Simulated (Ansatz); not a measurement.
Consider the substitution at a C–C bond: `CC(F)C(F)F` + H–F → `FC(F)C(F)F` + CH₄.

Isolated molecules relaxed with PBE0-D4/def2-TZVP in Ansatz; ΔE leaves out vibrations. CBS: MP2 limit from def2 TZ/QZ plus the TZ coupled-cluster correction, frozen cores. This one scheme is used for every species. DFT in def2-TZVPP. Each species was taken in one conformer, which may not be the lowest.

`CC(F)C(F)F`:

Cartesian coordinates in Å:
```
C 0.942 -0.093 -0.878
C 0.349 0.117 0.488
F 0.638 1.392 0.941
C -1.160 -0.031 0.527
F -1.480 -1.331 0.302
F -1.748 0.710 -0.439
H 0.541 0.634 -1.584
H 2.026 0.017 -0.829
H 0.709 -1.098 -1.235
H 0.762 -0.591 1.216
H -1.578 0.274 1.492
```

H–F:

```xyz
2

F    -0.141    0.123    0.420
H     0.141   -0.123   -0.420
```

`FC(F)C(F)F`:

Cartesian coordinates in Å:
```
F -1.690 -0.336 0.321
C -0.616 -0.053 -0.448
F -0.401 -1.083 -1.282
C 0.591 0.152 0.460
F 1.625 0.587 -0.292
F 0.938 -1.008 1.039
H -0.824 0.848 -1.036
H 0.377 0.892 1.238
```

CH₄:

Cartesian coordinates in Å:
```
C 0.000 0.000 0.000
H 1.089 -0.025 0.037
H -0.388 0.334 0.962
H -0.379 -0.998 -0.218
H -0.321 0.689 -0.781
```

```
             level  ΔE (kJ/mol)
         r2SCAN-D4         19.4
      CAM-B3LYP-D4         21.3
              PBE0         23.7
           r2SCAN0         22.9
     HF/def2-TZVPP         11.9
SCS-MP2/def2-TZVPP         32.1
     HF/def2-QZVPP         12.3
    MP2/def2-QZVPP         42.7
```

**Question.** What does CCSD(T)/CBS give? (Estimate.)

**Answer.** Computed: +38.2 kJ/mol. The listed levels differ from it by -18.8, -16.9, -14.5, -15.3, -26.3, -6.1, -25.9, 4.5 kJ/mol.

Largest T1 diagnostic among the species: 0.012.

From PBE to PBE0 (25 % exact exchange), in def2-TZVPP and without D4, ΔE moves by +4.3 kJ/mol. The D4 term adds +5.8 kJ/mol with B3LYP and +3.2 kJ/mol with PBE0; it sums over pairs of atoms, weighted by their polarisabilities, and B3LYP, whose exchange is more repulsive, gets the larger term.

B3LYP here is the variant with VWN-RPA as its local correlation; programs differ in this.
